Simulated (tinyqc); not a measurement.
Inside a calculation. Method: extended Hueckel theory, for NH3. One step of it, computed by the program tinyqc.

Task: Mulliken analysis. P = C n C^T; charge = valence electrons (N 5, H 1) minus the sum of (P S)_ii on the atom; overlap population = 2 sum P_ij S_ij between two atoms.

coefficients:
```
             MO1        MO2        MO3        MO4        MO5        MO6        MO7
1N 2s   0.826092   0.000013   0.000000   0.123599   0.000136   0.000000   1.145796
1N 2px  0.000007   0.628603   0.000000  -0.000012   1.015881   0.000000  -0.000232
1N 2py  0.000000   0.000000   0.628624   0.000000   0.000000   1.015877   0.000000
1N 2pz  0.023455   0.000012   0.000000   0.970341  -0.000046   0.000000  -0.382792
2H 1s   0.116070   0.452251   0.000000  -0.061718  -0.966232   0.000000  -0.713716
3H 1s   0.116085  -0.226111   0.391644  -0.061708   0.482948  -0.836727  -0.714045
4H 1s   0.116085  -0.226111  -0.391644  -0.061708   0.482948   0.836727  -0.714045
```

occupations: 2.000000  2.000000  2.000000  2.000000  0.000000  0.000000  0.000000

overlap S:
```
           1N 2s     1N 2px     1N 2py     1N 2pz      2H 1s      3H 1s      4H 1s
1N 2s   1.000000   0.000000   0.000000   0.000000   0.461560   0.461609   0.461609
1N 2px  0.000000   1.000000   0.000000   0.000000   0.408438  -0.204249  -0.204249
1N 2py  0.000000   0.000000   1.000000   0.000000   0.000000   0.353730  -0.353730
1N 2pz  0.000000   0.000000   0.000000   1.000000  -0.136695  -0.136715  -0.136715
2H 1s   0.461560   0.408438   0.000000  -0.136695   1.000000   0.163886   0.163886
3H 1s   0.461609  -0.204249   0.353730  -0.136715   0.163886   1.000000   0.163925
4H 1s   0.461609  -0.204249  -0.353730  -0.136715   0.163886   0.163925   1.000000
```

Give: charges; Overlap populations.

Result:

charges: 1N -0.8483, 2H 0.2828, 3H 0.2828, 4H 0.2828

Overlap populations:

| pair | value |
|---|---|
| 2-1 | 0.658662 |
| 3-1 | 0.658707 |
| 3-2 | -0.055706 |
| 4-1 | 0.658707 |
| 4-2 | -0.055706 |
| 4-3 | -0.055718 |
